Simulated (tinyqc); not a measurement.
Inside a calculation. Method: ROHF in the sto-3g basis, for LiH, spin multiplicity 3. One step of it, computed by the program tinyqc.

Question. Iteration 1: Roothaan effective Fock matrix. With projectors Pc = D(beta) S, Po = (D(alpha) - D(beta)) S, Pv = 1 - D(alpha) S, the block xy is Px^T F Py; with Fc = (F(alpha) + F(beta))/2, the blocks are Fc for cc, oo, vv and cv, F(beta) for co and F(alpha) for ov.

F(alpha) (hartree):
```
            1Li 1s     1Li 2s   1Li 2px   1Li 2py    1Li 2pz      2H 1s
1Li 1s   -2.250581  -0.613566  0.000000  0.000000  -0.004261  -0.027063
1Li 2s   -0.613566  -0.336804  0.000000  0.000000  -0.059984  -0.157514
1Li 2px   0.000000   0.000000  0.171032  0.000000   0.000000   0.000000
1Li 2py   0.000000   0.000000  0.000000  0.171032   0.000000   0.000000
1Li 2pz  -0.004261  -0.059984  0.000000  0.000000  -0.055763  -0.268548
2H 1s    -0.027063  -0.157514  0.000000  0.000000  -0.268548  -0.391446
```

F(beta) (hartree):
```
            1Li 1s     1Li 2s   1Li 2px   1Li 2py    1Li 2pz      2H 1s
1Li 1s   -2.230471  -0.597616  0.000000  0.000000  -0.004129  -0.022507
1Li 2s   -0.597616  -0.022770  0.000000  0.000000  -0.042617  -0.058471
1Li 2px   0.000000   0.000000  0.244336  0.000000   0.000000   0.000000
1Li 2py   0.000000   0.000000  0.000000  0.244336   0.000000   0.000000
1Li 2pz  -0.004129  -0.042617  0.000000  0.000000   0.230835  -0.072708
2H 1s    -0.022507  -0.058471  0.000000  0.000000  -0.072708  -0.025806
```

D(alpha) at the start:
```
            1Li 1s     1Li 2s   1Li 2px   1Li 2py    1Li 2pz      2H 1s
1Li 1s    1.063285  -0.263333  0.000000  0.000000   0.002854   0.027854
1Li 2s   -0.263333   1.095835  0.000000  0.000000  -0.028005  -0.122237
1Li 2px   0.000000   0.000000  0.000000  0.000000   0.000000   0.000000
1Li 2py   0.000000   0.000000  0.000000  0.000000   0.000000   0.000000
1Li 2pz   0.002854  -0.028005  0.000000  0.000000   0.497528   0.376058
2H 1s     0.027854  -0.122237  0.000000  0.000000   0.376058   0.293582
```

D(beta) at the start:
```
            1Li 1s     1Li 2s   1Li 2px   1Li 2py    1Li 2pz      2H 1s
1Li 1s    1.011266  -0.024702  0.000000  0.000000   0.000319   0.003918
1Li 2s   -0.024702   0.000603  0.000000  0.000000  -0.000008  -0.000096
1Li 2px   0.000000   0.000000  0.000000  0.000000   0.000000   0.000000
1Li 2py   0.000000   0.000000  0.000000  0.000000   0.000000   0.000000
1Li 2pz   0.000319  -0.000008  0.000000  0.000000   0.000000   0.000001
2H 1s     0.003918  -0.000096  0.000000  0.000000   0.000001   0.000015
```

overlap S:
```
           1Li 1s    1Li 2s   1Li 2px   1Li 2py   1Li 2pz     2H 1s
1Li 1s   1.000000  0.241137  0.000000  0.000000  0.000000  0.008449
1Li 2s   0.241137  1.000000  0.000000  0.000000  0.000000  0.199751
1Li 2px  0.000000  0.000000  1.000000  0.000000  0.000000  0.000000
1Li 2py  0.000000  0.000000  0.000000  1.000000  0.000000  0.000000
1Li 2pz  0.000000  0.000000  0.000000  0.000000  1.000000  0.299330
2H 1s    0.008449  0.199751  0.000000  0.000000  0.299330  1.000000
```

Give: effective F.

Answer.

effective F (hartree):
```
          1Li 1s   1Li 2s  1Li 2px  1Li 2py  1Li 2pz    2H 1s
1Li 1s   -2.2404  -0.6035   0.0000   0.0000  -0.0032  -0.0239
1Li 2s   -0.6035  -0.1804   0.0000   0.0000  -0.0462  -0.1178
1Li 2px   0.0000   0.0000   0.2077   0.0000   0.0000   0.0000
1Li 2py   0.0000   0.0000   0.0000   0.2077   0.0000   0.0000
1Li 2pz  -0.0032  -0.0462   0.0000   0.0000   0.1132  -0.1760
2H 1s    -0.0239  -0.1178   0.0000   0.0000  -0.1760  -0.2398
```
